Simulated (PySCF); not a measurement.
Peak assignment

Mapped SMILES: `[CH3:1][CH:2]=[C:3]=[O:4]`. Each H is labelled by its parent atom.

Theory: PBE0-D3(BJ)/def2-TZVP structure, NMR shieldings at PBE0/pcSseg-2/GIAO, in PySCF (rapidly exchanging positions averaged, a single conformation, non-relativistic, no solvent).

References, each an isolated molecule treated in the same way: 13C and 1H against TMS.

(1) Assign these signals to the numbered atoms. 13C{1H} NMR (computed): δ 208.0 (C), 11.4 (CH), 6.4 (CH3).

(2) Assign these signals to the numbered atoms. 1H NMR (400 MHz, computed): δ 2.61 (q, 1H), 1.65 (d, 3H).

Results:

(1) 
208.0 → C3, central carbon of a ketene
11.4 → C2, terminal carbon of a ketene
6.4 → C1, allylic methyl carbon: a saturated carbon with 1 carbon neighbour and no heteroatom attached

(2) 
```tsv
δ (ppm)	atoms	environment	reason
2.61	H(C2)	hydrogen on a terminal carbon of a ketene	–
1.65	H(C1)	hydrogen on an allylic methyl carbon	allylic position
```

Shifts are as computed. Against solution values, carbons near 30 ppm lie about +3 ppm off and those near 130 ppm about +9 ppm. Of 1211 compounds with measured shifts, 218 miss one by over three times the rms of a fit or turn the order of signals round; such compounds aren't used in these exercises. No couplings were computed; multiplicities are counted from neighbouring protons, with m where these are inequivalent, close in shift, in a saturated or five-membered ring or joined by F or P, and br s for small geminal =CH2 splittings.
